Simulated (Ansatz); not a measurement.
# Worked example: correlation energy of H₂Br⁺, singlet

Geometry: a point of a stretch scan, not a stationary point.

```xyz
3

Br    0.0000   -0.0296    0.0053
H     0.0000    1.3798   -1.4682
H     0.0000    0.9707    1.0511
```

Basis cc-pVDZ; Ansatz 0.2.0. Only valence electrons are correlated (noble-gas cores and the filled d shells of p-block atoms frozen), which leaves 8 electrons in 23 orbitals. Prefix R: restricted or restricted open-shell reference. No spin–orbit coupling is included, and no scalar relativity.

Full CI isn't at hand for all of this; RCCSDTQ serves as the reference, and is uncertain by the last step of the cluster series or more.

RCCSD has a T1 diagnostic of 0.018 and a largest doubles amplitude of 0.18.

Runs differ by some tens of microhartree through their thresholds, so steps under 0.03 kcal/mol mean nothing.

```csv
level,total energy (hartree)
RHF,-2573.120876
RMP2,-2573.258854
RCCSD,-2573.281794
RCCSD(T),-2573.285728
RCCSDT,-2573.286188
RCCSDT(Q),-2573.286506
RCCSDTQ,-2573.286523
```

Problem. What is the correlation energy at RCCSDTQ, and what share of it do RMP2 and RCCSDT recover?

Solution. E(corr) = -2573.286523 − (-2573.120876) = -0.165647 hartree = -4.507 eV. RMP2: -0.137978 / -0.165647 = 83.30 %. RCCSDT: -0.165312 / -0.165647 = 99.80 %.

Problem. By how many kcal/mol does RCCSD(T) miss RCCSDTQ (1 hartree = 627.509 kcal/mol), and which steps make up the rest?

Solution. -2573.285728 − (-2573.286523) = 0.000795 hartree = 0.50 kcal/mol. Steps: RCCSDT − RCCSD(T) = -0.29, RCCSDT(Q) − RCCSDT = -0.20, RCCSDTQ − RCCSDT(Q) = -0.01 kcal/mol. That is within 1 kcal/mol of the reference in this basis, which itself misses far more of the correlation at the basis-set limit.
